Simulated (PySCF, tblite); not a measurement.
# C4H7FO: geometry, infrared bands, NMR shifts and spin-spin couplings, part 1 of 2

Aim: predict the infrared bands, NMR shifts and spin-spin couplings of C4H7FO (`CC(=O)[C@H](C)F`).

The runs use tblite 0.8.0 and PySCF 2.14.0, with density-fitted response routines of our own; the level of theory stands in each step. All values are computed, except where a source is named. Atoms count from 0, in the outputs and in this text.

## (1) Starting geometry

13 atoms, charge 0, multiplicity 1; geometry from: force field or distance geometry start.

Bonds of the start (Å): C0–C1 1.50, C1–O2 1.24, C1–C3 1.50, C3–C4 1.53, C3–F5 1.37, C0–H6 1.11, C0–H7 1.13, C0–H8 1.11, C3–H9 1.12, C4–H10 1.12, C4–H11 1.11, C4–H12 1.11.

## (2) Relaxing the molecule with GFN2-xTB

Job settings and geometry (Å):

```
{"job": {"kind": "relax", "xc": "GFN2-xTB", "basis": "xTB"}, "charge": 0, "multiplicity": 1}
C      1.954300    -0.063300     0.140500
C      0.491500    -0.250300     0.415200
O      0.121200    -0.896400     1.412200
C     -0.509700     0.349500    -0.520700
C     -1.873800    -0.034600     0.059700
F     -0.336800    -0.092200    -1.808400
H      2.466800    -1.017600    -0.117800
H      2.492400     0.321500     1.051600
H      2.096100     0.621900    -0.717100
H     -0.378800     1.461600    -0.484900
H     -2.161400    -1.003700    -0.415700
H     -2.635600     0.729600    -0.184400
H     -1.730500    -0.125600     1.152100
```

The run is started by

```
$ OMP_NUM_THREADS=1 python probes_run.py task.json out
```

One launch serves the whole session: the jobs run in the order shown.

Output:

```text
step      E/eV     max force
  0    -568.78783    3.539
  1    -568.90906    3.557
  2    -569.00934    0.728
  3    -569.03318    0.540
  4    -569.06779    0.424
  5    -569.07922    0.386
  6    -569.09306    0.251
  7    -569.10196    0.232
  8    -569.11049    0.205
  9    -569.11763    0.230
 10    -569.12587    0.236
 11    -569.13359    0.261
 12    -569.13946    0.200
 13    -569.14354    0.169
 14    -569.14728    0.171
 15    -569.15102    0.176
 16    -569.15430    0.195
 17    -569.15697    0.164
 18    -569.15927    0.147
 19    -569.16138    0.123
 20    -569.16324    0.119
 21    -569.16492    0.122
 22    -569.16665    0.122
 23    -569.16858    0.142
 24    -569.17046    0.121
 25    -569.17209    0.137
 26    -569.17368    0.127
 27    -569.17551    0.151
 28    -569.17755    0.144
 29    -569.17946    0.120
 30    -569.18118    0.113
 31    -569.18325    0.131
 32    -569.18678    0.189
 33    -569.19311    0.246
 34    -569.20144    0.269
 35    -569.20844    0.241
 36    -569.21344    0.176
 37    -569.21539    0.188
 38    -569.21869    0.117
 39    -569.22073    0.136
 40    -569.22273    0.145
 41    -569.22438    0.111
 42    -569.22552    0.067
 43    -569.22621    0.057
 44    -569.22677    0.050
 45    -569.22739    0.061
 46    -569.22792    0.061
 47    -569.22824    0.050
 48    -569.22845    0.039
 49    -569.22868    0.040
 50    -569.22900    0.040
 51    -569.22940    0.052
 52    -569.22970    0.052
 53    -569.23013    0.057
 54    -569.23083    0.068
 55    -569.23222    0.112
 56    -569.23460    0.281
 57    -569.23755    0.349
 58    -569.23557    0.781
 59    -569.24818    0.258
 60    -569.25439    0.230
 61    -569.25285    0.932
 62    -569.26284    0.171
 63    -569.26576    0.137
 64    -569.26597    0.397
 65    -569.27036    0.086
 66    -569.27160    0.080
 67    -569.27414    0.109
 68    -569.27491    0.071
 69    -569.27556    0.074
 70    -569.27645    0.081
 71    -569.27745    0.072
 72    -569.27812    0.080
 73    -569.27863    0.068
 74    -569.27909    0.092
 75    -569.27959    0.069
 76    -569.28012    0.065
 77    -569.28060    0.042
 78    -569.28093    0.045
 79    -569.28116    0.039
 80    -569.28136    0.048
 81    -569.28157    0.036
 82    -569.28172    0.034
 83    -569.28183    0.028
 84    -569.28193    0.025
 85    -569.28207    0.032
 86    -569.28224    0.033
 87    -569.28243    0.029
 88    -569.28257    0.028
 89    -569.28267    0.030
 90    -569.28276    0.024
 91    -569.28293    0.025
 92    -569.28316    0.024
 93    -569.28334    0.024
 94    -569.28349    0.026
 95    -569.28360    0.021
 96    -569.28370    0.022
 97    -569.28379    0.038
 98    -569.28386    0.048
 99    -569.28393    0.049
100    -569.28400    0.040
101    -569.28407    0.022
102    -569.28414    0.015
103    -569.28421    0.017
104    -569.28430    0.021
105    -569.28440    0.027
106    -569.28451    0.029
107    -569.28466    0.030
108    -569.28486    0.036
109    -569.28515    0.040
110    -569.28546    0.040
111    -569.28575    0.057
112    -569.28598    0.028
113    -569.28613    0.026
114    -569.28621    0.025
115    -569.28624    0.018
116    -569.28627    0.014
117    -569.28628    0.010
118    -569.28629    0.007
```

Wall time 0.42 s (1 thread of Intel Xeon Platinum 8488C, shared host).

The steps of the relaxation: (not every step is listed)

```
step  energy from step 0 (eV)  largest force (eV/Å)
   0                   0.0000                3.5385
   1                  -0.1212                3.5569
   2                  -0.2215                0.7284
   3                  -0.2454                0.5404
   4                  -0.2800                0.4241
   5                  -0.2914                0.3864
   6                  -0.3052                0.2508
   7                  -0.3141                0.2324
   8                  -0.3227                0.2049
  18                  -0.3714                0.1468
  28                  -0.3897                0.1444
  38                  -0.4309                0.1170
  48                  -0.4406                0.0390
  58                  -0.4477                0.7809
  68                  -0.4871                0.0708
  78                  -0.4931                0.0452
  88                  -0.4947                0.0279
  98                  -0.4960                0.0481
 108                  -0.4970                0.0360
 113                  -0.4983                0.0258
 114                  -0.4984                0.0245
 115                  -0.4984                0.0184
 116                  -0.4984                0.0136
 117                  -0.4985                0.0104
 118                  -0.4985                0.0073
```

Close pairs (by a distance rule), those that changed most:

```
  bond  before (Å)  after (Å)  change (Å)
 C1–O2       1.244      1.204      -0.041
 C0–H7       1.126      1.086      -0.040
 C1–C3       1.496      1.529      +0.033
C4–H10       1.117      1.088      -0.029
 C0–H6       1.114      1.088      -0.025
 C3–H9       1.120      1.098      -0.022
C4–H12       1.106      1.086      -0.020
C4–H11       1.106      1.087      -0.019
```

The next job starts from the end point, and lists it.

## (3) Infrared spectrum with GFN2-xTB

Job settings and geometry (Å):

```
{"job": {"kind": "ir", "xc": "GFN2-xTB", "basis": "xTB"}, "charge": 0, "multiplicity": 1}
C      1.829477    -0.321309    -0.004461
C      0.604471     0.204387     0.677988
O      0.472291     0.285079     1.871695
C     -0.531126     0.635924    -0.251165
C     -1.740690    -0.273805    -0.070762
F     -0.121076     0.606253    -1.569283
H      1.555383    -1.147940    -0.657350
H      2.560339    -0.645967     0.730305
H      2.252265     0.460438    -0.633370
H     -0.795446     1.679152    -0.033886
H     -1.482626    -1.293080    -0.349996
H     -2.560542     0.065890    -0.698308
H     -2.047109    -0.254536     0.970865
```

Output:

```text
mode    cm-1     km/mol
  1      35.6     10.88
  2     145.1      1.16
  3     186.7      1.09
  4     218.4      7.26
  5     270.7      5.99
  6     381.0      7.98
  7     474.3     17.69
  8     513.2      7.70
  9     582.6      0.60
 10     778.4      8.34
 11     922.6      8.67
 12     952.1     18.65
 13     989.1     26.46
 14    1047.0     20.11
 15    1092.7     16.38
 16    1109.4     59.45
 17    1186.0    114.45
 18    1236.1      7.29
 19    1276.2     17.17
 20    1362.3     46.87
 21    1389.0     10.51
 22    1439.6     18.77
 23    1440.9     17.21
 24    1467.5      7.83
 25    1481.6      4.64
 26    1778.6    294.22
 27    2910.2     18.01
 28    3020.1      2.00
 29    3032.3      1.34
 30    3042.3     17.02
 31    3048.0     12.93
 32    3063.0      5.91
 33    3063.6     14.24
```

Run time: 0.22 s. Hardware: 1 thread of Intel Xeon Platinum 8488C, shared host.

Which atoms move in the most intense modes:

```
cm⁻¹  km/mol                                atoms
 952    18.6   H6 24 %, H8 14 %, H9 13 %, C0 12 %
 989    26.5   H8 26 %, C0 23 %, H7 14 %, C1 13 %
1047    20.1  H11 16 %, H9 16 %, C3 11 %, H6 11 %
1109    59.5           C3 30 %, H12 14 %, H9 12 %
1186   114.5            C1 48 %, H9 18 %, H7 12 %
1362    46.9   H8 31 %, H6 30 %, C0 20 %, H7 18 %
1440    18.8            H6 50 %, H7 34 %, H8 10 %
1779   294.2                     C1 62 %, O2 37 %
```

## (4) Nuclear shieldings: PBE0/pcSseg-1

Settings changed since step 3:

```diff
@@ -1,2 +1,2 @@
-{"job": {"kind": "ir", "xc": "GFN2-xTB", "basis": "xTB"}, "charge": 0, "multiplicity": 1}
+{"job": {"kind": "nmr", "xc": "PBE0", "basis": "pcSseg-1"}, "charge": 0, "multiplicity": 1}
 C      1.829477    -0.321309    -0.004461
```

Level: GIAO PBE0/pcSseg-1 NMR shielding, non-relativistic, gas phase.

Output:

```text
coarse grid: 10856 points
cycle   1  E = -331.1039643745  dE =  7.116e-01  |g| = 8.876e-01  |ddm| = 3.014e+00
cycle   2  E = -330.6913519617  dE =  4.126e-01  |g| = 1.732e+00  |ddm| = 2.172e+00
cycle   3  E = -331.2447669635  dE = -5.534e-01  |g| = 2.007e-01  |ddm| = 1.673e+00
cycle   4  E = -331.2524080499  dE = -7.641e-03  |g| = 7.073e-02  |ddm| = 1.934e-01
cycle   5  E = -331.2531722641  dE = -7.642e-04  |g| = 1.992e-02  |ddm| = 5.778e-02
cycle   6  E = -331.2532457193  dE = -7.346e-05  |g| = 4.977e-03  |ddm| = 1.619e-02
cycle   7  E = -331.2532501420  dE = -4.423e-06  |g| = 1.144e-03  |ddm| = 4.145e-03
final grid: 105248 points
cycle   8  E = -331.3061326978  dE = -1.697e-05  |g| = 1.314e-02  |ddm| = 2.336e-02
cycle   9  E = -331.3060475656  dE =  8.513e-05  |g| = 2.513e-02  |ddm| = 2.615e-02
cycle  10  E = -331.3061656629  dE = -1.181e-04  |g| = 2.260e-03  |ddm| = 1.837e-02
cycle  11  E = -331.3061667148  dE = -1.052e-06  |g| = 2.654e-04  |ddm| = 1.631e-03
cycle  12  E = -331.3061667222  dE = -7.366e-09  |g| = 1.483e-04  |ddm| = 2.927e-04
cycle  13  E = -331.3061667255  dE = -3.250e-09  |g| = 2.099e-05  |ddm| = 1.034e-04
cycle  14  E = -331.3061667256  dE = -9.163e-11  |g| = 6.186e-06  |ddm| = 2.812e-05
converged SCF energy = -331.3061667256

GIAO shielding tensors (ppm)
atom      isotropic    diamagn.    paramagn.     s11        s22        s33       span
  0 C      158.161     252.039     -93.878    137.158    150.633    186.691     49.533
  1 C      -31.196     251.393    -282.589   -111.048    -72.159     89.619    200.668
  2 O     -323.262     400.366    -723.627   -915.805   -405.392    351.412   1267.217
  3 C       89.320     246.053    -156.733     61.311     76.984    129.664     68.353
  4 C      165.546     248.693     -83.147    144.132    167.182    185.324     41.192
  5 F      383.443     475.709     -92.266    349.347    389.092    411.889     62.542
  6 H       29.111      30.568      -1.456     25.604     29.595     32.135      6.530
  7 H       29.747      29.083       0.665     26.460     27.809     34.972      8.511
  8 H       29.090      29.555      -0.465     25.120     29.246     32.903      7.783
  9 H       26.810      30.162      -3.352     23.240     27.325     29.864      6.624
 10 H       30.407      30.334       0.073     26.850     29.367     35.005      8.155
 11 H       30.107      28.741       1.366     26.666     27.691     35.963      9.297
 12 H       30.259      29.703       0.557     25.864     28.562     36.352     10.488
```

It took 14 s on 1 thread of Intel Xeon Platinum 8488C, shared host; peak memory 0.66 GiB.

The references, computed at this level on geometries of the same kind, shield at (ppm): 1H TMS 31.72, 13C TMS 186.9, 19F CFCl3 170.9, 17O H2O 336.1. Their shielding less the atom's gives the shift. The references are single molecules in the gas phase, so shifts against H2O, NH3, PH3, H3PO4 or CFCl3 are not on the usual liquid scales and can be off by tens of ppm. Atoms listed in one row are averaged.

```
        atoms                                         environment  σ (ppm)  δ (ppm)  δ scaled to CDCl3
           C1                              ketone carbonyl carbon    -31.2    218.1              211.0
           C3                 sp3 CH bonded to F, α to a carbonyl     89.3     97.6               93.3
           C0                       methyl carbon α to a carbonyl    158.2     28.8               26.2
           C4                                       methyl carbon    165.5     21.4               19.0
           H9  hydrogen on an sp3 CH bonded to F, α to a carbonyl    26.81     4.91               4.73
   H6, H7, H8         hydrogen on a methyl carbon α to a carbonyl    29.32     2.40               2.37
H10, H11, H12                         hydrogen on a methyl carbon    30.26     1.46               1.48
           O2                                       ketone oxygen   -323.3    659.3                  –
           F5                           fluorine on an sp3 carbon    383.4   -212.5                  –
```

The scaled column applies a straight-line fit of computed shieldings to shifts measured in CDCl3, and one for carbons that bear F (root-mean-square error 0.16 ppm for H, 1.9 ppm for C).

The run also stored atomic charges by several schemes (e):

```
atoms  Mulliken    IAO  Hirshfeld  ESP fit
   C0     -0.26  -0.48      -0.13    -0.48
   C1      0.13   0.38       0.17     0.55
   O2     -0.35  -0.41      -0.23    -0.50
   C3      0.13   0.13       0.06     0.28
   C4     -0.27  -0.43      -0.12    -0.41
   F5     -0.33  -0.33      -0.11    -0.28
```

Mayer bond orders: C0–C1 1.01, C1–O2 2.02, C1–C3 0.91, C3–C4 1.03, C3–F5 0.88.

(Continued in part 2 of 2.)
